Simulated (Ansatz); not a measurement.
Process, species as SMILES: P (PH3) + H+ → [PH4+]
B3LYP-D3(BJ)/def2-TZVP geometries, fixed; electronic energies without zero-point terms; positive where energy is released.
Largest species:
```xyz
5

P      0.0000     0.0000     0.0000
H      0.0115     1.3163    -0.4706
H      1.1354    -0.6707    -0.4639
H     -1.1473    -0.6505    -0.4634
H      0.0003     0.0049     1.3979
```
Charge +1, spin multiplicity 1.

How fast the proton affinity converges with the basis for several methods (Ansatz, an electronic-structure program): deviation from each method's own reference, in kcal/mol. References: B3LYP 193.48 kcal/mol, the value in pcseg-4; CCSD(T) 193.41 kcal/mol, Hartree-Fock in aug-cc-pV(Q+d)Z plus the correlation part extrapolated as X^-3 from aug-cc-pV(T+d)Z and aug-cc-pV(Q+d)Z; HF 201.29 kcal/mol, the value in pcseg-4; MP2 193.67 kcal/mol, Hartree-Fock in aug-cc-pV(Q+d)Z plus the correlation part extrapolated as X^-3 from aug-cc-pV(T+d)Z and aug-cc-pV(Q+d)Z; PBE 190.59 kcal/mol, the value in pcseg-4; wB97M-V 189.43 kcal/mol, the value in pcseg-4. Cartesian d functions, on some or all atoms, in 6-31G*, 6-311G**; all else is spherical. In correlated methods cores are frozen. No added dispersion term, no relativity. Functionals ending in -V hold VV10 correlation. 

```csv
basis,functions,B3LYP,CCSD(T),HF,MP2,PBE,wB97M-V
STO-3G,13,45.31,57.66,43.85,55.26,48.48,48.44
6-31G,21,-3.60,-0.70,-12.45,-2.60,-0.59,-1.63
3-21G,21,-6.29,-3.49,-16.65,-5.45,-3.27,-4.68
6-31G*,27,-1.14,0.25,-4.54,0.31,-0.28,-0.91
def2-SVP,38,-0.64,2.94,-2.85,2.42,0.07,-0.99
cc-pV(D+d)Z,43,-0.97,1.63,-2.35,1.22,-0.37,-1.24
6-311G**,51,-0.61,4.87,-1.30,4.25,-0.13,-0.72
def2-SVPD,56,-1.16,0.46,-1.57,0.45,-0.57,-1.31
"6-311++G(2d,2p)",75,-0.63,0.78,-0.87,0.89,-0.44,-0.44
cc-pV(Q+d)Z,184,0.02,0.22,-0.14,0.41,0.07,-0.04
pcseg-3,196,-0.01,0.58,-0.05,0.76,0.01,0.02
aug-cc-pV(Q+d)Z,273,-0.01,-0.05,-0.14,0.07,0.01,-0.11
```

Mean absolute deviation over 6-311G**, 6-311++G(2d,2p): PBE 0.28, wB97M-V 0.58, B3LYP 0.62, HF 1.08, MP2 2.57, CCSD(T) 2.82 kcal/mol.
